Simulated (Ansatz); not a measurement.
# Other spins and charges of HPB, quartet at one geometry

Geometry (PBE0/def2-TZVP stationary point for this spin, not checked as a minimum):

```yaml
atoms:
  - { symbol: B, position_ang: [0.0000, 0.0866, 1.3928] }
  - { symbol: P, position_ang: [0.0000, -0.0729, -0.4582] }
  - { symbol: H, position_ang: [0.0000, 1.3116, -0.8601] }
```

Basis cc-pVDZ; Ansatz 0.2.0. Only valence electrons are correlated (noble-gas cores frozen). Prefix R: restricted or restricted open-shell reference; prefix U: unrestricted. Active spaces: valence = (9e, 9o) chosen from the atoms' valence shells.

Gaps are energies of the second state less the first, at fixed atoms, for a selection of the levels run; each method lands on the state that its own search finds for that charge and spin.

Unrestricted rows (U, and Kohn–Sham where it breaks symmetry) aren't spin-pure: their determinants' ⟨S²⟩ exceeds S(S+1) by up to 0.45, so they mix in states of higher spin. For open shells CISD is restricted-active-space CI with the open shells as a complete middle space. A value is left out where its run failed or describes another state than the reference as far as symmetry and spin tell, or, spin-broken singlets apart, can't be checked.

Removing an electron, to the triplet: 7.268 eV at UCCSDTQ.

| level | gap (eV) | error (meV) |
| --- | --- | --- |
| RHF | 7.256 | -12 |
| UHF | 7.259 | -9 |
| CISD | 7.324 | 56 |
| RCCSDTQ | 7.268 | 0 |
| NEVPT2 (valence space) | 7.084 | -184 |
| MRCISD (valence space) | 7.188 | -80 |
| PBE0 | 7.586 | 318 |
| wB97M-V | 7.353 | 85 |
| B2PLYP | 7.340 | 72 |
| RPA-PBE | 7.335 | 67 |

Doublet less quartet: -1.752 eV at UCCSDTQ.

```csv
level,gap (eV),error (meV),⟨S²⟩ where 0.1 over S(S+1) (first / second)
RHF,-0.578,1174,– / –
UHF,-0.782,970,– / 1.20
RMP2,-1.593,159,– / –
UMP2,-1.262,490,– / 1.20
CISD,-1.375,377,– / –
RCCSD,-1.573,179,– / –
UCCSD,-1.567,185,– / 1.20
RCCSD(T),-1.728,24,– / –
UCCSD(T),-1.695,57,– / 1.20
BCCD(T),-1.724,28,– / –
RCCSDT,-1.740,12,– / –
UCCSDT,-1.741,11,– / 1.20
RCCSDT(Q),-1.751,1,– / –
UCCSDT(Q),-1.764,-12,– / 1.20
RCCSDTQ,-1.752,0,– / –
CASSCF (valence space),-1.742,10,– / –
NEVPT2 (valence space),-1.789,-37,– / –
MRCISD (valence space),-1.760,-8,– / –
MRCISD+Q (valence space),-1.761,-9,– / –
PBE,-1.765,-13,– / –
r2SCAN,-1.561,191,– / –
PBE0,-1.565,187,– / –
B3LYP,-1.721,31,– / –
r2SCAN0,-1.422,330,– / –
wB97M-V,-1.715,37,– / –
B2PLYP,-1.729,23,– / –
RPA-PBE,-1.811,-59,– / –
```

Removing an electron, to the quintet: 10.623 eV at UCCSDTQ.

```tsv
level	gap (eV)	error (meV)
RHF	9.482	-1141
UHF	9.517	-1106
RMP2	10.459	-164
UMP2	10.448	-175
CISD	10.418	-205
RCCSD	10.561	-62
UCCSD	10.562	-61
RCCSD(T)	10.614	-9
UCCSD(T)	10.614	-9
BCCD(T)	10.613	-10
RCCSDT	10.619	-4
UCCSDT	10.618	-5
RCCSDT(Q)	10.623	0
UCCSDT(Q)	10.624	1
RCCSDTQ	10.623	0
CASSCF (valence space)	9.693	-930
NEVPT2 (valence space)	10.443	-180
MRCISD (valence space)	10.521	-102
MRCISD+Q (valence space)	10.611	-12
PBE	10.874	251
r2SCAN	10.792	169
PBE0	10.841	218
B3LYP	10.982	359
wB97M-V	10.910	287
B2PLYP	10.781	158
RPA-PBE	10.864	241
```

Q: PBE gives 4.416 eV for sextet less quartet. Estimate what UCCSDTQ gives in cc-pVDZ.

A: UCCSDTQ in cc-pVDZ gives 4.295 eV, so against it PBE is off by 0.121 eV, of which a good part can be the reference's own basis and frozen-core error.

```csv
level,gap (eV),error (meV)
UHF,3.452,-843
RCCSD,4.223,-72
UCCSD(T),4.281,-14
BCCD(T),4.281,-14
UCCSDT,4.291,-4
NEVPT2 (valence space),4.280,-15
MRCISD (valence space),4.251,-44
wB97M-V,4.677,382
B2PLYP,4.575,280
```

In so small a basis the reference is far from its limit while semilocal and hybrid functionals are nearer theirs (RPA and double hybrids share part of the reference's basis error), so the functionals' errors here hold much of the reference's basis and frozen-core error, which can add to them or hide them.

Full CI isn't at hand for all of this; UCCSDTQ serves as the reference, and is uncertain by the last step of the cluster series or more. The frozen core follows each run's orbitals, which can shift R against U totals by a few meV.
